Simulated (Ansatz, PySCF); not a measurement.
Wanted: the gas-phase enthalpy of formation of ClC(Cl)(Cl)Cl [tetrachloromethane] at 298 K. Reaction (SMILES): ClC(Cl)(Cl)Cl [tetrachloromethane] + 3 C (CH4) → 4 CCl (CH3Cl) [chloromethane]; bond separation energy.

Structures are relaxed separately at B3LYP-D3(BJ)/def2-TZVP in Ansatz (a first-principles code). Valence correlation only, unless marked. UHF or UKS for open shells. No spin-orbit coupling. Non-relativistic. CBS(X,Y): correlation extrapolated as X^-3; Hartree-Fock from the larger set. [CCSD(T)-MP2]/basis is that difference in the basis named. Thermal terms are rigid-rotor harmonic-oscillator values from B3LYP-D3(BJ) frequencies (Ansatz or PySCF) at 298.15 K and 1 atm. 1 Eh = 627.5095 kcal/mol. PBE is always shown; the other two functionals were drawn at random. The atomisation route leaves out scalar relativity and anharmonic zero-point terms, the atoms' spin-orbit terms, and in the frozen-core level the core correlation. Atomic data: G2/97 table in ASE.

Tabulated enthalpies of formation of the partners: C (CH4) -17.8 kcal/mol, ATcT 1.112; CCl (CH3Cl) -19.7 kcal/mol, ATcT 1.112.

| level | computed ΔH of the reaction (kcal/mol) | ΔHf by atomisation and measured atoms (kcal/mol) |
|---|---|---|
| PBE/def2-TZVPD (Ansatz) | -3.3 | -44.2 |
| B3LYP-D3(BJ)/def2-TZVPD (Ansatz + dftd3) | -5.5 | -16.1 |
| wB97M-V/def2-TZVPD (Ansatz) | -4.6 | -27.9 |
| RI-MP2/CBS(aug-cc-pV(T+d)Z,aug-cc-pV(Q+d)Z)+[CCSD(T)-MP2]/aug-cc-pV(T+d)Z (Ansatz) | -4.5 | -24.9 |

**Question.** Derive ΔHf from the reaction at each level, and compare how far the levels part by the two routes.

**Answer.** 
The partners sum to -25.4 kcal/mol (products minus other reactants), so ΔHf = (-25.4 - ΔH):
- PBE/def2-TZVPD: -22.1; errors +1.2 by the reaction, -20.9 by atomisation
- B3LYP-D3(BJ)/def2-TZVPD: -19.9; errors +3.4 by the reaction, +7.2 by atomisation
- wB97M-V/def2-TZVPD: -20.8; errors +2.5 by the reaction, -4.6 by atomisation
- RI-MP2/CBS(aug-cc-pV(T+d)Z,aug-cc-pV(Q+d)Z)+[CCSD(T)-MP2]/aug-cc-pV(T+d)Z: -20.9; errors +2.4 by the reaction, -1.6 by atomisation
All levels span 2.2 kcal/mol by the reaction and 28.1 by atomisation; without PBE they span 1.0 and 11.8. The errors are against the measured -23.3 kcal/mol (ATcT 1.112).
